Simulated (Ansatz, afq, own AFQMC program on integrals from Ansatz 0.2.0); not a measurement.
AFQMC on a folder of integrals that Ansatz 0.2.0 wrote.

```yaml
crystal:
  periodic: [false, false, false]
  atoms:
    - {symbol: N, position_ang: [0.000000, 0.000000, 0.522211]}
    - {symbol: N, position_ang: [0.000000, 0.000000, -0.681356]}
    - {symbol: H, position_ang: [0.000000, 0.865113, 1.105769]}
    - {symbol: H, position_ang: [0.000000, -0.865113, 1.105769]}
basis:
  gaussian: {orbitals: cc-pVDZ}
magnetization: {spin_polarized: false}
correlation: {method: ccsd_t, electrons: outside_noble_gas, hamiltonian_folder: ham}
```

```sh
$ ansatz run in.yaml --threads 1 --pin off --events-out ev --progress --plain --max-ram 1382MiB
```

afq runs on the folder ham with

```
--method phaseless --trial cisd --walkers 80 --populations 1 --least-time 40 --time-step 0.04 --steps-per-block 25 --equilibration-blocks 3 --max-blocks 40 --target-error 0.00084 --factor-cut 0.0001 --seed 3647 --taylor-order 8
```

Times are imaginary, in 1/Eh. The walk had a cap of 205 s.

```
orbitals 36  electrons 6 6  factors 237 of 359
reference energy -109.97628510 Eh
CCSD correlation -0.33650408 Eh in 12 cycles, weight of the determinant in the CISD state 0.8822
energy of the start -110.312789 Eh
 block  time / (1/Eh)  mean weight  energy / Eh
     1     1.000  0.9998  -110.318104
     2     2.000  1.0058  -110.324890
     3     3.000  1.0041  -110.317583
     4     4.000  1.0102  -110.328335
     5     5.000  1.0164  -110.318251
     9     9.000  0.9899  -110.338262
    11    11.000  0.9722  -110.314309
    13    13.000  1.0056  -110.321699
    17    17.000  0.9850  -110.322967
    21    21.000  0.9929  -110.333722
    23    23.000  1.0301  -110.342882
    25    25.000  0.9933  -110.316911
    29    29.000  0.9985  -110.324775
    33    33.000  1.0012  -110.316807
    37    37.000  1.0179  -110.321180
    41    41.000  1.0018  -110.325404
    43    43.000  0.9930  -110.314871
blocks merged  error / Eh  count
     1  0.001461  40
     2  0.001477  20
     4  0.001389  10
energy -110.326242 +/- 0.001477 Eh
(rows thinned)
```

Estimate how long the walk took on 1 thread of AMD EPYC 9R14 (Zen 4), on a shared host.

11 s of wall time.

The run failed at least one of its tests; the cautions name the faults.

Against this walk (error 40.2 meV) on the same determinant: CCSD(T) 75.8 meV higher (within the noise), CCSDT(Q) 34.6 meV higher (within the noise), a separate phaseless walk with a CISD trial and standard settings 52.5 ± 43.0 meV higher (within the noise). The error is statistical and leaves out the bias of the constraint.

Cautions: constraint bias not in the error; error not settled; error above the target (40.2 against 22.9 meV); higher spins were not checked; restricted determinant unstable towards unrestricted (UHF 45 meV lower, ⟨S²⟩ 0.31); raised T1 diagnostic (T1 0.022, weight of the determinant 0.88, largest double 0.10); the bias of populations of 80 walkers isn't removed; the time-step error isn't removed.

CCSDT and higher add their correlation energy to the determinant of the CCSD(T) run, since their own runs factorise the integrals more tightly (a shift of under 2 meV). A walk keeps the symmetry of its determinant, which the program's search chose and which needn't be the lowest solution, so a lower state of the same spin and another symmetry isn't excluded.
